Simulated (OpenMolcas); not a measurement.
# H3O+ (oxonium), step by step

Wanted: the energy (UHF/STO-3G), then a single-point energy (CASSCF(2,2)/STO-3G), then a single-point energy (CASPT2(2,2)/STO-3G), then the energy (SC-NEVPT2(2,2)/STO-3G), then the energy (MRCI(2,2)/STO-3G) of H3O+ (oxonium). 

Program for the calculation: OpenMolcas 26.06.

### 1 The molecule

H3O+: 4 atoms, total charge +1, spin state singlet. SMILES: `[OH3+]`. The O1–H2 distance was set to 1.712 Å, away from the relaxed value. At this shape a bond of the SMILES string is far longer than usual.

Bond lengths: O1–H3 0.978 Å, O1–H4 0.978 Å. Angles: H3–O1–H4 113.0°.

### 2 A single-point energy at UHF/STO-3G (run 1)

Input file step1.inp:

```
* H3O Hartree-Fock
&GATEWAY
BASLIB
$CurrDir
BASISSET
O.STO-3G....
O1 0.154151 -0.788097 -0.103688 angstrom
End of Basis
BASISSET
H.STO-3G....
H2 0.219060 0.918440 0.015140 angstrom
H3 -0.436709 -1.099687 -0.818308 angstrom
H4 -0.019959 -1.224847 0.754092 angstrom
End of Basis
&SEWARD
&SCF
UHF
CHARGE
1
SCRAMBLE
0.25
PRORBITALS
1 1
```

The basis set STO-3G is read from a file made from the Basis Set Exchange's data (not shown).

Launch:

```
$ export MOLCAS_MEM=1860
$ pymolcas step1.inp > step1.log
```

Output:

```text
--- Start Module: gateway ---
[...]
--- Stop Module: gateway /rc=_RC_ALL_IS_WELL_ ---
--- Start Module: seward ---
[...]
      Basis functions            8
--- Stop Module: seward /rc=_RC_ALL_IS_WELL_ ---
--- Start Module: scf ---
[...]
       Convergence after  30 Iterations
[...]
::    Total SCF energy                                -75.1573566962
[...]
      Total spin, S                                     0.3728329072
[...]
      Total electronic charge=   10.000000
      Total            charge=    1.000000
[...]
      Dipole Moment (debye):
      Origin of the operator (angstrom)=    0.1171   -0.7373   -0.0898
                   X= -1.6904E+00               Y=  6.8445E-01               Z=  5.0268E-01           Total=  1.8917E+00
      Center of Charge (angstrom)
[...]
--- Stop Module: scf /rc=_RC_ALL_IS_WELL_ ---
[...]
```

Run time: 2 s. Hardware: 1 thread of Arm Neoverse V1, shared host; peak memory 0.37 GiB.

### 3 The energy at CASSCF(2,2)/STO-3G (run 2)

Input file step2.inp:

```
&GATEWAY
 BasLib
 $CurrDir
 BasisSet
 O.STO-3G....
 O1 0.154151 -0.788097 -0.103688 angstrom
 End of Basis
 BasisSet
 H.STO-3G....
 H2 0.219060 0.918440 0.015140 angstrom
 H3 -0.436709 -1.099687 -0.818308 angstrom
 H4 -0.019959 -1.224847 0.754092 angstrom
 End of Basis

&SEWARD

&RASSCF
 FileOrb
 $CurrDir/step1.UnaOrb
 Spin
 1
 Nactel
 2 0 0
 Inactive
 4
 Ras2
 2
 OrbListing
 Nothing
```

The basis set STO-3G is read from a file made from the Basis Set Exchange's data (not shown).

Launch:

```
$ export MOLCAS_MEM=1860
$ pymolcas step2.inp > step2.log
```

Output:

```text
--- Start Module: gateway ---
[...]
--- Stop Module: gateway /rc=_RC_ALL_IS_WELL_ ---
--- Start Module: seward ---
[...]
      Basis functions            8
--- Stop Module: seward /rc=_RC_ALL_IS_WELL_ ---
--- Start Module: rasscf ---
[...]
      Number of active orbitals                  2
[...]
      Spin quantum number                      0.0
[...]
      Active orbitals                            2
[...]
      Number of CSFs                             3
[...]
      Number of root(s) required                 1
[...]
      Convergence after 12 iterations
[...]
      printout of CI-coefficients larger than  0.05 for root  1
      energy=     -75.193772
      conf/sym  11     Coeff  Weight
             1  20   0.95963 0.92089
             3  02  -0.28126 0.07911
      Natural orbitals and occupation numbers for root  1
      sym 1:   1.841784   0.158216
      ************************************************************************************************************************
      *                                                    Final results                                                     *
[...]
::    RASSCF root number  1 Total energy:    -75.19377243
[...]
      Total electronic charge=   10.000000
      Total            charge=    1.000000
[...]
      Dipole Moment (debye):
      Origin of the operator (angstrom)=    0.1171   -0.7373   -0.0898
                   X= -1.6858E+00               Y=  7.7696E-01               Z=  5.0882E-01           Total=  1.9247E+00
      Center of Charge (angstrom)
[...]
--- Stop Module: rasscf /rc=_RC_ALL_IS_WELL_ ---
[...]
```

Wall time 1.7 s (1 thread of Arm Neoverse V1, shared host); peak memory 0.37 GiB.

### 4 The energy at CASPT2(2,2)/STO-3G (run 3)

Input file step3.inp:

```
* H3O CASPT2
>>> EXPORT MOLCAS_PRINT=2

&gateway
 baslib=$CurrDir
 basisset
 O.STO-3G....
 O1 0.154151 -0.788097 -0.103688 angstrom
 End of Basis
 basisset
 H.STO-3G....
 H2 0.219060 0.918440 0.015140 angstrom
 H3 -0.436709 -1.099687 -0.818308 angstrom
 H4 -0.019959 -1.224847 0.754092 angstrom
 End of Basis

&seward

&rasscf
 fileorb=$CurrDir/step2.RasOrb
 spin=1
 nactel=2 0 0
 inactive=4
 ras2=2
 orblisting=Nothing

&caspt2
 imaginary=0.1
 frozen=1
```

The basis set STO-3G is read from a file made from the Basis Set Exchange's data (not shown).

Launch:

```
$ export MOLCAS_MEM=1860
$ pymolcas step3.inp > step3.log
```

Output:

```text
--- Start Module: gateway ---
[...]
--- Stop Module: gateway /rc=_RC_ALL_IS_WELL_ ---
[...]
      Basis functions            8
[...]
--- Start Module: rasscf ---
[...]
      Number of active orbitals                  2
[...]
      Spin quantum number                      0.0
[...]
      Active orbitals                            2
[...]
      Number of CSFs                             3
[...]
      Number of root(s) required                 1
[...]
      Convergence after  4 iterations
[...]
      printout of CI-coefficients larger than  0.05 for root  1
      energy=     -75.193772
      conf/sym  11     Coeff  Weight
             1  20   0.95963 0.92089
             3  02  -0.28126 0.07911
      Natural orbitals and occupation numbers for root  1
      sym 1:   1.841785   0.158215
      ************************************************************************************************************************
      *                                                    Final results                                                     *
[...]
::    RASSCF root number  1 Total energy:    -75.19377243
[...]
      Total electronic charge=   10.000000
      Total            charge=    1.000000
[...]
      Dipole Moment (debye):
      Origin of the operator (angstrom)=    0.1171   -0.7373   -0.0898
                   X= -1.6858E+00               Y=  7.7698E-01               Z=  5.0882E-01           Total=  1.9247E+00
      Center of Charge (angstrom)
[...]
--- Stop Module: rasscf /rc=_RC_ALL_IS_WELL_ ---
--- Start Module: caspt2 ---
[...]
 ###    WARNING: User changed nr of frozen orbitals.                         ###
 ###############################################################################
[...]
      E2 (Variational):          -0.0380408859
      Total energy:             -75.2318133142
[...]
      Reference weight:           0.98535
[...]
::    CASPT2 Root  1     Total energy:    -75.23181331
[...]
--- Stop Module: caspt2 /rc=_RC_ALL_IS_WELL_ ---
[...]
```

Wall time 1.6 s (1 thread of Arm Neoverse V1, shared host); peak memory 0.37 GiB.

### 5 A single-point energy at SC-NEVPT2(2,2)/STO-3G (run 4)

Input file step4.inp:

```
* H3O NEVPT2

&gateway
  baslib = $CurrDir
  basisset
  O.STO-3G....
  O1 0.154151 -0.788097 -0.103688 angstrom
  End of Basis
  basisset
  H.STO-3G....
  H2 0.219060 0.918440 0.015140 angstrom
  H3 -0.436709 -1.099687 -0.818308 angstrom
  H4 -0.019959 -1.224847 0.754092 angstrom
  End of Basis

&seward

&rasscf
  fileorb = $CurrDir/step2.RasOrb
  spin = 1
  nactel = 2 0 0
  inactive = 4
  ras2 = 2
  orblisting = Nothing

&caspt2
  sc-nevpt2
  frozen = 1
```

The basis set STO-3G is read from a file made from the Basis Set Exchange's data (not shown).

Launch:

```
$ export MOLCAS_MEM=1860
$ pymolcas step4.inp > step4.log
```

Output:

```text
--- Start Module: gateway ---
[...]
--- Stop Module: gateway /rc=_RC_ALL_IS_WELL_ ---
[...]
      Basis functions            8
[...]
--- Start Module: rasscf ---
[...]
      Number of active orbitals                  2
[...]
      Spin quantum number                      0.0
[...]
      Active orbitals                            2
[...]
      Number of CSFs                             3
[...]
      Number of root(s) required                 1
[...]
      Convergence after  4 iterations
[...]
      printout of CI-coefficients larger than  0.05 for root  1
      energy=     -75.193772
      conf/sym  11     Coeff  Weight
             1  20   0.95963 0.92089
             3  02  -0.28126 0.07911
      Natural orbitals and occupation numbers for root  1
      sym 1:   1.841785   0.158215
      ************************************************************************************************************************
      *                                                    Final results                                                     *
[...]
::    RASSCF root number  1 Total energy:    -75.19377243
[...]
      Total electronic charge=   10.000000
      Total            charge=    1.000000
[...]
      Dipole Moment (debye):
      Origin of the operator (angstrom)=    0.1171   -0.7373   -0.0898
                   X= -1.6858E+00               Y=  7.7698E-01               Z=  5.0882E-01           Total=  1.9247E+00
      Center of Charge (angstrom)
[...]
--- Stop Module: rasscf /rc=_RC_ALL_IS_WELL_ ---
--- Start Module: caspt2 ---
[...]
 ###    WARNING: User changed nr of frozen orbitals.                         ###
 ###############################################################################
[...]
      E2 (Variational):          -0.0389448603
[...]
      E2 (Variational):          -0.0388415516
      Total energy:             -75.2326139800
[...]
      Reference weight:           0.98449
[...]
::    SC-NEVPT2 Root  1     Total energy:    -75.23261398
[...]
--- Stop Module: caspt2 /rc=_RC_ALL_IS_WELL_ ---
[...]
```

Run time: 1.6 s. Hardware: 1 thread of Arm Neoverse V1, shared host; peak memory 0.37 GiB.

### 6 The energy at MRCI(2,2)/STO-3G (run 5)

Input file step5.inp:

```
&GATEWAY
BASLIB=$CurrDir
BASISSET
O.STO-3G....
O1 0.154151 -0.788097 -0.103688 angstrom
End of Basis
BASISSET
H.STO-3G....
H2 0.219060 0.918440 0.015140 angstrom
H3 -0.436709 -1.099687 -0.818308 angstrom
H4 -0.019959 -1.224847 0.754092 angstrom
End of Basis
&SEWARD
&RASSCF
FILEORB=$CurrDir/step2.RasOrb
SPIN=1
NACTEL=2 0 0
INACTIVE=4
RAS2=2
ORBLISTING=Nothing
&MOTRA
LUMORB
FROZEN=1
&GUGA
ELECTRONS=8
SPIN=1
INACTIVE=3
ACTIVE=2
CIALL=1
&MRCI
SDCI
```

The basis set STO-3G is read from a file made from the Basis Set Exchange's data (not shown).

Launch:

```
$ export MOLCAS_MEM=1860
$ pymolcas step5.inp > step5.log
```

Output:

```text
--- Start Module: gateway ---
[...]
--- Stop Module: gateway /rc=_RC_ALL_IS_WELL_ ---
[...]
      Basis functions            8
[...]
      Number of active orbitals                  2
[...]
      Spin quantum number                      0.0
[...]
      Active orbitals                            2
[...]
      Number of CSFs                             3
[...]
      Number of root(s) required                 1
[...]
      Convergence after  4 iterations
[...]
      printout of CI-coefficients larger than  0.05 for root  1
      energy=     -75.193772
      conf/sym  11     Coeff  Weight
             1  20   0.95963 0.92089
             3  02  -0.28126 0.07911
      Natural orbitals and occupation numbers for root  1
      sym 1:   1.841785   0.158215
      ************************************************************************************************************************
      *                                                    Final results                                                     *
[...]
::    RASSCF root number  1 Total energy:    -75.19377243
[...]
      Dipole Moment (debye):
      Origin of the operator (angstrom)=    0.1171   -0.7373   -0.0898
                   X= -1.6858E+00               Y=  7.7698E-01               Z=  5.0882E-01           Total=  1.9247E+00
      Center of Charge (angstrom)
[...]
      *** WARNING: Default frozen orbitals is overwritten by user input.
      *** Default values:   1
[...]
--- Start Module: guga ---
[...]
--- Stop Module: guga /rc=_RC_ALL_IS_WELL_ ---
--- Start Module: mrci ---
[...]
       (But an ACPF correction will be computed)
       USE THE DEFAULT ACPF G-VALUE GFAC=  0.25000000000000000
[...]
                      CI ENERGY:   -75.24337402
[...]
                ACPF CORRECTION:    -0.00101156
[...]
      Total electronic charge=   10.000000
      Total            charge=    1.000000
[...]
     ACPF CORRECTION:     -0.00101156
[...]
  CI State   1     Total energy:    -75.24337402     QDav:     -0.00135798     QACPF:     -0.00101156
[...]
--- Stop Module: mrci /rc=_RC_ALL_IS_WELL_ ---
[...]
```

Run time: 1.7 s. Hardware: 1 thread of Arm Neoverse V1, shared host; peak memory 0.37 GiB.

### 7 Outcome

```
                                  quantity         value
           run 1, UHF/STO-3G: total energy  -75.15736 Eh
            run 1, UHF/STO-3G: HOMO energy     -20.14 eV
            run 1, UHF/STO-3G: LUMO energy      -5.69 eV
          run 1, UHF/STO-3G: HOMO–LUMO gap      14.45 eV
                   run 1, UHF/STO-3G: ⟨S²⟩         0.512
   run 2, CASSCF(2,2)/STO-3G: total energy  -75.19377 Eh
   run 3, CASPT2(2,2)/STO-3G: total energy  -75.23181 Eh
run 4, SC-NEVPT2(2,2)/STO-3G: total energy  -75.23261 Eh
     run 5, MRCI(2,2)/STO-3G: total energy  -75.24337 Eh
```

⟨S²⟩ (run 1, UHF/STO-3G) is 0.51 where a pure singlet has 0.00: the reference is spin-contaminated. Mulliken charges (run 2, CASSCF(2,2)/STO-3G) run from -0.10 on O1 to +0.41 on H3. Mulliken charges (run 3, CASPT2(2,2)/STO-3G) of the CASSCF density run from -0.10 on O1 to +0.41 on H3; they depend strongly on the basis. Mulliken charges (run 5, MRCI(2,2)/STO-3G) of the CASSCF density run from -0.10 on O1 to +0.41 on H3.
